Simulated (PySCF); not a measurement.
**Question.** Give a PBE0-D3(BJ)/def2-SVP geometry of `C(O[CH2])=O` [radical]. (Doublet state.)

**Answer.** 
```xyz
7
C2H3O2 angstrom
C     -1.1295   -0.2071   -0.1225
O      0.0866   -0.7131    0.1931
C      1.1185    0.1370    0.3666
O      1.0547    1.3253    0.2661
H     -1.2396    0.8712   -0.2223
H     -1.9082   -0.9536   -0.2496
H      2.0240   -0.4499    0.6141
```

Any rigid rotation of these coordinates is as good. Atoms count from 1 in this order. O2 (oxygen bonded to 2 C) is bent (angle 118.8°). C3 (carbon bonded to 2 O and H) is planar (angles 126.2°, 125.1° and 108.7°, sum 360.0°, 0.00 Å off the plane of its three neighbours). The 3 C–O bonds span 1.194 Å (C3=O4, drawn double) to 1.354 Å (C1–O2, drawn single), a spread of 0.160 Å. C1 (carbon bonded to O and 2 H) is planar (angles 126.7°, 118.8° and 114.5°, sum 360.0°, 0.00 Å off the plane of its three neighbours).

Bonds between heavy atoms (Å): C1–O2 1.354, O2–C3 1.348, C3=O4 1.194.

Theory: PBE0-D3(BJ)/def2-SVP geometry optimisation, gas phase in PySCF.

Point group: Cs (tolerance 0.08 Å). Not checked by PBE0-D3(BJ)/def2-SVP frequencies. ⟨S²⟩ = 0.755 (exact for a doublet: 0.75). Torsions: H–C1–O2–C3 0° and 180°, C1–O2–C3–O4 0°.

One conformer stands for the species.
